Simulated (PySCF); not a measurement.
Gas-phase reaction: 5 H2 + 2 N2 + 3 SiF2 ⇌ 2 SiF3NH2 + SiH2(NH2)2. Level: PBE0/def2-QZVP†; standard pressure 1 bar.

Energies from PySCF, thermal terms from the rigid-rotor harmonic-oscillator model, ideal gas at 1 bar. † marks an energy on the PBE0/def2-TZVP geometry and frequencies. All species are closed-shell singlets. No R ln 2 is added for the mirror-image form of SiH2(NH2)2. SiF3NH2, SiH2(NH2)2: computed as isolated molecules; such fragments, hydroxides, amides, oligomers or adducts are transient or little studied in the gas. The harmonic model lacks anharmonicity and excited electronic states, which grow with temperature; levels with a mode under 35 cm⁻¹ are left out. Internal rotation in SiF3NH2, SiH2(NH2)2 is treated as a harmonic vibration of one conformer, which makes the entropy rough.

```csv
T (K),1000/T (1/K),log10 K
600,1.6667,39.55
800,1.2500,18.17
1000,1.0000,?
1200,0.8333,-3.00
1400,0.7143,-8.95
1600,0.6250,-13.36
```

**Question.** Fit log10 K = a + b·(1000/T) to the five rows, get the mean ΔH° and ΔS°, and predict log10 K at 1000 K.

**Answer.** Means: 1000/T = 1.0179, log10 K = 6.482. Sums of products about the means: Sxy = 38.39876, Sxx = 0.755432, so b = Sxy/Sxx = 50.83 and a = 6.482 − (50.83)×1.0179 = -45.26.
ΔH° = −R ln 10 × 1000 K × b = −19.145 × (50.83) = -973 kJ; ΔS° = R ln 10 × a = -867 J/K. The run's own values go from -983 kJ and -882 J/K at 600 K to -937 kJ and -842 J/K at 1600 K.
Prediction at 1000 K: -45.26 + (50.83)×1.0000 = 5.57. The computed value is 5.42, 0.15 from the line.
For scale, ΔH°(298 K) is -976 kJ at this level, -864 kJ at ωB97M-V/def2-TZVP†, and runs from -1296 to -676 kJ over the 20 levels computed.
